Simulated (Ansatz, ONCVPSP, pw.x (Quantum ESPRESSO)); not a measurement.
**W (Z = 74) (bcc): variants of one ONCV potential in the solid**

```
Element                 : W (Z = 74)
Generator               : ONCVPSP 4.0.1.1 (patched build)
Type                    : optimised norm-conserving Vanderbilt (ONCV)
Functional              : PBE
Relativity              : scalar-relativistic
Frozen core             : [Kr] 4d10 4f14
Valence charge          : 14
Reference configuration : 5s2 5p6 5d4 6s2
Partial waves           : 5s+6s: rc 1.95 bohr, ncon 3, nbas 6, qcut 7 1/bohr, 2 projectors; 5p: rc 1.90 bohr, ncon 4, nbas 7, qcut 8.4 1/bohr, 1 projector; 5d: rc 2.35 bohr, ncon 5, nbas 10, qcut 6.6 1/bohr, 2 projectors, debl 1.6 Ha
Local potential         : polynomial inside 1.40 bohr (lpopt 5, dvloc0 1 Ha)
Core correction         : none
```

Crystal test: bcc W in pw.x 7.5, no spin, 14³ k-points, Fermi–Dirac smearing 0.01 Ry, cutoffs set for each file from its atomic test. The reference is all-electron LAPW (Ansatz 0.2.0) with the same functional, mesh and smearing; V0 and B0 come from Birch–Murnaghan fits to the pressures at five volumes. Errors are pseudo minus all-electron; Δ is the rms difference of the E(V) curves that follow from these fits, minima aligned, over ±6 % about the mean V0. Mesh and smearing are coarse, so the numbers serve the comparison and aren't converged zero-temperature values; the lattice is a test structure that the element need not adopt.

All-electron: a0 = 3.184 Å (V0 = 16.15 Å³/atom), B0 = 300.6 GPa.

Base: This is a poor potential for the solid.

1 further variants are left out: they gave no file fit for a test, a broken result, the same result as the base, or pressures whose basis-set error rivals the error shown.

| change | cutoffs (Ry) | pw.x | a0 (Å) | a0 error (%) | B0 error (%) | Δ (meV/atom) | mean pressure error (GPa) |
| --- | --- | --- | --- | --- | --- | --- | --- |
| base | 55/220 | converged | 3.166 | -0.57 | +2.5 | 18.3 | -5.17 |
| local potential polynomial inside 1.10 bohr (lpopt 5, dvloc0 1 Ha) | 55/220 | converged | 3.157 | -0.87 | +4.6 | 28.1 | -7.88 |
| local potential polynomial inside 1.28 bohr (lpopt 5, dvloc0 1 Ha) | 55/220 | converged | 3.162 | -0.70 | +3.4 | 22.4 | -6.31 |
| local potential polynomial inside 1.52 bohr (lpopt 5, dvloc0 1 Ha) | 55/220 | converged | 3.174 | -0.34 | +0.7 | 10.9 | -3.08 |

Task: Give the row for: local potential polynomial inside 1.80 bohr (lpopt 5, dvloc0 1 Ha).

Result: pw.x: converged; mean pressure error (GPa): -4.66; a0 (Å): 3.168; a0 error (%): -0.51; B0 error (%): +3.4; Δ (meV/atom): 16.4.
